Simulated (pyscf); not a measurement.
This saddle point was located with ωB97X-D3(BJ)/def2-SVP in PySCF.

```
Ge
F 1 1.7648
H 1 1.5584 2 103.60
O 1 1.9571 3 101.41 2 98.09
H 4 0.9689 1 119.23 3 -30.10
H 4 1.2087 5 121.83 1 -90.55
H 6 1.0615 4 139.98 5 129.87
```
Charge 0, spin multiplicity 2.

Surface: doublet, charge 0. Lowest wavenumbers (cm⁻¹): 1458i, 206, 260, 496, 531.

Which two sides does it connect, and which bonds change?

HO–GeH•–F (SMILES [OH][GeH][F]) + H₂ (SMILES [H][H]) <-> F–GeH₂• (SMILES [F][GeH2]) + H₂O (SMILES O), a concerted two-bond exchange read from left to right: Ge–O, H–H broken and Ge–H, H–O formed. At ωB97M-D3(BJ)/def2-TZVP it lies +37.2 kcal/mol from the left side and +29.9 kcal/mol from the right (each side as separated species at their lowest minima found). On the product side the descent ends in a complex (not fully relaxed), 5.0 kcal/mol under the separated species and 34.3 kcal/mol under the saddle at ωB97X-D3(BJ)/def2-TZVP. At the saddle there is also a short Ge–H contact that neither side keeps. This saddle turned up in a search for another step; its sides and bond changes are read from the two ends of the descent. This is the saddle that the search found; another between the same sides may lie lower. Elements up to Kr have no core potential and no relativistic terms here.
